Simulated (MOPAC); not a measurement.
MOPAC input (MNDO):

```
MNDO PRECISE GNORM=0.05 LET XYZ UHF MS=0.5 GEO-OK AUX(PRECISION=9) THREADS=1
C4H3O

O    -0.01575076 1    0.07347674 1    1.18707993 1
C    -0.00126433 1    1.11753845 1    0.36818709 1
C    -0.00843004 1   -1.04295283 1    0.36965169 1
C     0.01530910 1    0.78915281 1   -0.94253072 1
C     0.01032913 1   -0.65389182 1   -0.92716625 1
H    -0.01836279 1   -1.99159424 1    0.87398983 1
H     0.02892908 1    1.44704524 1   -1.79191591 1
H     0.01977666 1   -1.30234448 1   -1.78756417 1
```

Q: What heat of formation does the run end on?

A: 57.60 kcal/mol.

The determinant is spin-contaminated: <S^2> is 1.10 against 0.75 for a pure state.
